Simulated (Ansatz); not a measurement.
## [CH$_{3}$···H···N], quartet: transfer scan

Starting geometry:

```yaml
atoms:
  - { symbol: C, position_ang: [-1.2576, 0.0000, 0.0000] }
  - { symbol: H, position_ang: [-1.6208, 1.0273, 0.0000] }
  - { symbol: H, position_ang: [-1.6208, -0.5137, 0.8897] }
  - { symbol: H, position_ang: [-1.6208, -0.5137, -0.8897] }
  - { symbol: H, position_ang: [-0.1680, 0.0000, 0.0000] }
  - { symbol: N, position_ang: [1.4404, 0.0000, 0.0000] }
```

From there H5 is moved from one fragment to the other while all else, the fragments' distance too, stays fixed; atoms are numbered as listed. Energies are in eV, counted from the starting geometry at the same level.

Basis cc-pVDZ; Ansatz 0.2.0. Correlated methods freeze the noble-gas cores. R marks a restricted (for open shells ROHF) determinant, U an unrestricted one.

Full CI isn't at hand for all of this; UCCSDT(Q) serves as the reference, and is uncertain by about the last step of the cluster series. The frozen core follows each run's orbitals, which can shift R against U totals by a few meV.

```json
{"distance C1-H5 (Å)": "1.013", "RHF": "-0.009"}
{"distance C1-H5 (Å)": "1.090", "RHF": "0.000"}
{"distance C1-H5 (Å)": "1.171", "RHF": "0.262"}
{"distance C1-H5 (Å)": "1.252", "RHF": "0.683"}
{"distance C1-H5 (Å)": "1.333", "RHF": "1.181"}
{"distance C1-H5 (Å)": "1.414", "RHF": "1.668"}
{"distance C1-H5 (Å)": "1.496", "RHF": "1.910"}
{"distance C1-H5 (Å)": "1.577", "RHF": "1.790"}
{"distance C1-H5 (Å)": "1.658", "RHF": "1.684"}
```

Task: Estimate the UCCSDT(Q) curve in cc-pVDZ from this one, knowing how RHF errs.

Result: The computed UCCSDT(Q) values, in eV from the starting point, and the error of RHF against them:
| distance C1-H5 (Å) | UCCSDT(Q) | RHF less UCCSDT(Q) |
| --- | --- | --- |
| 1.013 | 0.077 | -0.086 |
| 1.090 | 0.000 | 0.000 |
| 1.171 | 0.150 | 0.112 |
| 1.252 | 0.426 | 0.257 |
| 1.333 | 0.734 | 0.448 |
| 1.414 | 0.995 | 0.673 |
| 1.496 | 1.163 | 0.747 |
| 1.577 | 1.251 | 0.539 |
| 1.658 | 1.354 | 0.330 |

The error spans 0.833 eV and is largest, 0.747 eV, at 1.496 Å.
